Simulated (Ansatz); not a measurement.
Al₃H₂. Total charge 0; quartet. Geometry B3LYP-D4/def2-TZVP; atoms count from 1.

```xyz
5

Al   -1.255    0.225   -1.788
Al    0.548   -1.094   -0.195
Al   -0.245    1.039    0.630
H    -0.406    2.287    1.594
H     1.358   -2.456   -0.240
```

At PBE0-D4/def2-TZVP a doublet of charge 0 lies 0.63 eV below the quartet, each at its own geometry. The structure comes from a short search, and lower isomers may exist.

Question: Estimate the Mulliken populations from the PBE0/def2-TZVP orbitals of Ansatz.

Answer: 
```json
{"atom": "Al1", "charge (e)": "-0.01", "spin (α − β)": "1.09"}
{"atom": "Al2", "charge (e)": "0.07", "spin (α − β)": "0.89"}
{"atom": "Al3", "charge (e)": "0.07", "spin (α − β)": "0.89"}
{"atom": "H4", "charge (e)": "-0.06", "spin (α − β)": "0.07"}
{"atom": "H5", "charge (e)": "-0.06", "spin (α − β)": "0.07"}
```
Mulliken values depend strongly on the basis.

Question: Where does the spin sit?

Answer: Summed by element: Al 2.86, H 0.14, of 3 unpaired in all. Largest on single atoms: Al1 1.09, Al3 0.89, Al2 0.89.

Question: And the Mayer bond orders between heavy atoms (over 0.3)?

Answer: Al1–Al2 0.80 (2.74 Å); Al1–Al3 0.80 (2.74 Å); Al2–Al3 1.17 (2.42 Å).
